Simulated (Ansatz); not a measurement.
Two shapes of doublet H4O2(+) in separate pieces.

Shape 1:

```xyz
6

O     0.0000    0.0000    0.0000
H     0.7570    0.5860    0.0000
H    -0.7570    0.5860    0.0000
O     0.0000    0.0000    6.0000
H     0.7570    0.5860    6.0000
H    -0.7570    0.5860    6.0000
```

Shape 2:

```xyz
6

O     0.0000    0.0000    0.0000
H     0.7570    0.5860    0.0000
H    -0.7570    0.5860    0.0000
O     0.0000    0.0000    3.0000
H     0.7570    0.5860    3.0000
H    -0.7570    0.5860    3.0000
```

Basis set: cc-pVDZ (spherical functions). Left uncorrelated: 2 orbitals. Correlation on ROHF uses semicanonical orbitals with singles. Charge 1, multiplicity 2.

Computed with Ansatz (development build ahead of 0.2.0); the reference of a correlated method needn't be the lowest determinant of its kind.

Which shape is lower in energy, and by how much in each method?

| method | E(2) − E(1) (eV) |
| --- | --- |
| ROHF-CCSD | -0.494 |
| UHF-CCSD | -0.518 |
| ROHF-CCSD(T) | -0.601 |
| UHF-CCSD(T) | -0.548 |

Shape 2 is lower. Caution: the reference determinant was not shown to be the lowest; the charge can sit on one fragment and break the point group. Caution for ROHF-CCSD, ROHF-CCSD(T): an unrestricted determinant lies well below; other determinants can give a lower correlated total. Caution for UHF-CCSD(T): another reference gives a lower total.
